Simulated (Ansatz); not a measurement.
# CH5 (doublet): wave-function methods side by side at distance H1–H2 along a hydrogen transfer = 0.952 Å, cc-pVTZ

An exercise on one series of results from a longer session: the logs are not shown, and one member is left open.

The runs use Ansatz 0.2.0, Gaussian basis; cc-pVTZ, core rule «outside noble gas», up to 1 orbitals frozen.

Plan: UHF; CCSD(T) on ROHF; CCSD(T) on UHF; BCCD(T) on ROHF; CISD; CCSDT(Q) on ROHF; CCSDT(Q) on UHF; CASSCF and NEVPT2, 3 electrons in 3 orbitals; CASSCF and NEVPT2, 9 electrons in 9 orbitals.

## The geometry

The geometry derives from fragments relaxed apart (PBE0/def2-TZVP) and kept rigid, so it is no stationary point. A hydrogen atom is moved between rigid fragments.

6 atoms, charge 0, spin multiplicity 2.

Atoms are counted from 1 here; the program's logs count them from 0.

Bond lengths: H2–C3 1.367 Å, C3–H4 1.080 Å, C3–H5 1.080 Å, C3–H6 1.080 Å. Angles: H2–C3–H4 90.0°, H2–C3–H5 90.0°, H2–C3–H6 90.0°, H4–C3–H5 120.0°, H4–C3–H6 120.0°, H5–C3–H6 120.0°.

The first run:

The input, in.yaml:

```yaml
crystal:
  periodic: [false, false, false]
  atoms:
    - {symbol: H, position_ang: [-2.101101, 0.000000, 0.000000]}
    - {symbol: H, position_ang: [-1.149101, 0.000000, 0.000000]}
    - {symbol: C, position_ang: [0.217899, 0.000000, 0.000000]}
    - {symbol: H, position_ang: [0.217899, -1.080023, 0.000000]}
    - {symbol: H, position_ang: [0.217899, 0.540011, 0.935327]}
    - {symbol: H, position_ang: [0.217899, 0.540012, -0.935327]}
basis:
  gaussian: {orbitals: cc-pVTZ}
magnetization: {spin_polarized: true, initial_magnetization: 1}
hamiltonian: {xc: hf}
output: {orbitals: {seedname: orbitals}}
```

Launch:

```console
$ ansatz run in.yaml --threads 1 --pin off --events-out ev --progress --plain --max-ram 2816MiB --backend cpu
```

Steps of the session up to this table: UHF; CCSD(T) on ROHF; CCSD(T) on UHF; BCCD(T) on ROHF; CISD; CCSDT(Q) on ROHF; CCSDT(Q) on UHF; CASSCF and NEVPT2, 3 electrons in 3 orbitals; CASSCF and NEVPT2, 9 electrons in 9 orbitals.

One of the session's tables, all rows but one given; the rest of the session is left out.

```
        method  from UCCSDT(Q) (meV)
          ROHF               +6903.3
           UHF               +6575.5
          RMP2                +912.8
          UMP2                +969.9
          CISD                +614.4
         RCCSD                +224.9
         UCCSD                +217.7
      RCCSD(T)                 +22.6
      UCCSD(T)                 +24.2
       BCCD(T)                     ?
        RCCSDT                  +6.9
        UCCSDT                  +6.0
     RCCSDT(Q)                  +0.9
     UCCSDT(Q)                     0
   CASSCF pair               +6138.3
   NEVPT2 pair                +840.4
CASSCF valence               +4327.4
NEVPT2 valence                +938.1
```

**Question.** Estimate the row for BCCD(T).

As computed: from UCCSDT(Q) (meV): +22.3. In the column «from UCCSDT(Q) (meV)» it lies between RCCSDT (+6.9) and RCCSD(T) (+22.6).

To keep in mind: Restricted and unrestricted rows rest on different reference determinants; where their highest levels disagree by more than a few hundredths of an eV, they describe different states and don't form one ladder.
